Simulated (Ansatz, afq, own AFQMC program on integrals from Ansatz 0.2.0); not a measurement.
Where AFQMC and coupled cluster stand for BPN, sextet

```yaml
atoms:
  - { symbol: N, position_ang: [0.0000, 0.0000, 1.5032] }
  - { symbol: B, position_ang: [0.0000, 0.0000, 0.1693] }
  - { symbol: P, position_ang: [0.0000, 0.0000, -1.6724] }
```

Connectivity, by distances: N–B–P.

Basis cc-pVDZ. Noble-gas cores (and the filled d shells of Ga–Kr and In–Xe) are frozen. AFQMC by an in-house program on the Cholesky factors that Ansatz 0.2.0 writes for its CCSD(T) run. The CISD trial takes its coefficients from CCSD amplitudes. Released means that phaseless walkers are propagated on without the constraint, phases kept. Free AFQMC starts from the CCSD state and is never constrained. Its projection time is finite, and what remains of the start isn't in its error. Error bars are statistical, one sigma.

Determinant: UHF, the one that the program's search chose, which needn't be the lowest solution. The geometry is a PBE0/def2-TZVP stationary point of this or a neighbouring charge and spin state.

No full CI on the walks' own integrals is used here; CCSDT(Q) serves as the reference and is uncertain by about the last step of the cluster series.

Cautions: another spin lies lower; unrestricted determinant slightly spin contaminated (⟨S²⟩ 8.80 against 8.75); the ph-AFQMC/HF walk drifts between its halves (2.1 errors).

The T1 diagnostic is 0.0171, the weight of the determinant in the CISD state is 0.874 and the ⟨S²⟩ of the determinant is 8.800. The size of the correlated space is 13 electrons in 39 orbitals.

Reference: CCSDT(Q), correlation energy -7.137 eV. The released energy is read at 2.40 1/Eh (meV from the phaseless value at times in 1/Eh: -17 ± 15 at 0.24, -25 ± 14 at 0.51, -11 ± 14 at 0.99, 5 ± 16 at 1.62, -5 ± 21 at 2.40).

```tsv
level	E − E(reference) (kJ/mol)	share of correlation (%)
HF	688.7	0.00
MP2	139.4	79.76
CCSD	22.2	96.78
CCSD(T)	5.2	99.24
CCSDT	1.2	99.83
ph-AFQMC/HF	19.2 ± 4.4	97.21
ph-AFQMC/CISD	0.1 ± 1.1	99.98
released AFQMC	-0.3 ± 2.0	100.05
free AFQMC	0.5 ± 1.4	99.93
```

Free projections are given only where their last times agree within the noise and don't stop above the reference; a slow remainder of the start can still hide under it. A walk keeps the symmetry of its determinant, which the program's search chose and which needn't be the lowest solution, so a lower state of the same spin and another symmetry isn't excluded. Released energies are given only where the last usable release times agree within the noise; a slower fall can still hide under it.
